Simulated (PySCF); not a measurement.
**Multinuclear NMR of 2-pyrazoline**

Geometry:
| atom | x (Å) | y (Å) | z (Å) |
| --- | --- | --- | --- |
| C1 | 1.115 | 0.739 | 0.165 |
| N2 | 0.146 | 1.557 | 0.154 |
| N3 | -1.033 | 0.893 | 0.137 |
| C4 | -0.825 | -0.538 | -0.133 |
| C5 | 0.688 | -0.708 | 0.077 |
| H6 | 2.131 | 1.070 | 0.258 |
| H7 | -1.766 | 1.373 | -0.364 |
| H8 | -1.127 | -0.797 | -1.155 |
| H9 | -1.423 | -1.123 | 0.568 |
| H10 | 1.184 | -1.233 | -0.740 |
| H11 | 0.916 | -1.230 | 1.009 |

Theory: coordinates at the GFN2-xTB level, J couplings at B3LYP/pcJ-1 (spin–dipole term only in couplings to heteroatoms), NMR shieldings at PBE0/pcSseg-1/GIAO, in PySCF (no relativistic terms, one computed conformer, isolated molecule, equivalent nuclei averaged).

Problem. Where does ¹⁵N resonate?

Solution. 
```csv
atoms,environment,σ (ppm),δ (ppm)
N2,imine nitrogen,-123.5,-34.2
N3,nitrogen bonded to O or N,122.0,-260.5
```

Shieldings were converted by a linear fit to measured shifts: ¹⁵N: δ = -148.07 − 0.921σ (rms 6.3 ppm, 71 shifts vs CH3NO2, solution or neat liquid). Occasional misses reach two or three times the rms, and more in compound classes unlike the fitted ones. Couplings are scaled by factors fitted to measured values: ²J(H,H) × 0.95 (rms 1.3 Hz), ³J(H,H) × 0.92 (rms 0.5 Hz); all others are unscaled and can be 10–30 % off.

Couplings (the largest are listed; each averaged over equivalent pairs): ¹J(N2,N3) = -14.0 Hz, ¹J(C1,N2) = -6.8 Hz, ¹J(N3,C4) = -3.1 Hz, ²J(N2,H6) = -14.6 Hz, ²J(N3,C5) = -3.0 Hz, ²J(C1,N3) = -2.8 Hz, ²J(N3,H8) = -2.5 Hz, ²J(N2,C5) = 2.3 Hz, ²J(N2,C4) = 1.8 Hz, ³J(N3,H6) = -8.6 Hz, ³J(N3,H10) = -2.5 Hz, ³J(N2,H10) = -2.4 Hz. Signs are for ¹⁵N, whose magnetogyric ratio is negative.

On a 300 MHz spectrometer ¹⁵N resonates near 30.4 MHz, so 1 ppm is 30.4 Hz.
